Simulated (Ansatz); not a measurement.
Interaction energy ladder

The pair of H$_{3}$O⁺ (SMILES [OH3+], atoms 1–4) and SiH$_{3}$Cl (SMILES [SiH3]Cl, atoms 5–9), both closed shells, in one local arrangement (a lower one may exist), relaxed at PBE0-D4/def2-TZVP:

```csv
atom,x (Å),y (Å),z (Å)
O1,-0.2513,0.6999,-2.0114
H2,0.4611,1.1373,-2.5075
H3,0.1122,0.0341,-1.2533
H4,-0.8852,0.2784,-2.6161
Si5,0.0462,-0.3565,1.8713
Cl6,0.7179,-1.0780,-0.0383
H7,-1.3829,-0.0565,1.6653
H8,0.8687,0.8387,2.1289
H9,0.3133,-1.4976,2.7610
```

Computed with Ansatz 0.2.0 (basis: def2-TZVPPD, with def2-QZVPPD for the basis limit); correlated methods freeze the cores. B3LYP uses VWN-RPA correlation. Extrapolation: Hartree–Fock as exp(−7.88 √X), correlation as X^−2.97. Interaction energies count from these two fragments, frozen as in the pair, with the counterpoise correction; negative means bound.

Task: What is the interaction energy by CCSD(T) at an estimated basis limit (MP2 extrapolated from triple and quadruple zeta, plus CCSD(T) − MP2 in triple zeta)? (To be estimated.)

Result: The calculation gives: -26.41 kcal/mol. Hartree–Fock alone gives -21.73 kcal/mol at the basis limit. It counts from the two fragments frozen as in the pair.

The same quantity by other methods in triple zeta, and each one's difference from that estimate:
```
   method  E_int (kcal/mol)  difference
   PBE-D4            -29.41       -3.00
revPBE-D4            -28.08       -1.67
  BLYP-D4            -28.03       -1.61
r2SCAN-D4            -28.51       -2.09
   B97M-V            -26.37        0.04
  PBE0-D4            -28.66       -2.24
 B3LYP-D4            -27.88       -1.47
 HSE06-D4            -28.68       -2.26
  wB97X-V            -27.07       -0.66
  wB97M-V            -26.66       -0.24
   B2PLYP            -26.52       -0.11
       HF            -21.58        4.83
      MP2            -26.00        0.42
     CCSD            -24.75        1.67
  CCSD(T)            -25.39        1.02
```
Differences are method less estimate.

Task: Which atoms make the shortest contact between the fragments?

Result: H3 and Cl6, 1.76 Å apart.

Energy to bend the free fragments (PBE0-D4 minima) into their shapes in the pair, CCSD(T)/def2-TZVPPD: H$_{3}$O⁺ 4.05 kcal/mol; SiH$_{3}$Cl 2.31 kcal/mol. This must be added to the interaction energy to get the binding energy from relaxed fragments.

Basis-set superposition shift (counterpoise-corrected less uncorrected): CCSD(T) 1.24; MP2 1.20; HF 0.11; PBE0-D4 0.13; wB97M-V 0.12 kcal/mol.

No T1 diagnostic of these runs exceeds 0.009.

For scale, one of the runs: CCSD(T)/def2-TZVPPD, 241 basis functions, launched by `ansatz run in.yaml --threads 4 --pin off --events-out ev --progress --plain --max-ram 9574MiB`. Time: 64 s of wall clock on 4 CPU threads of an Arm Neoverse V1; the host was shared. Peak host memory: 4.3 GiB.
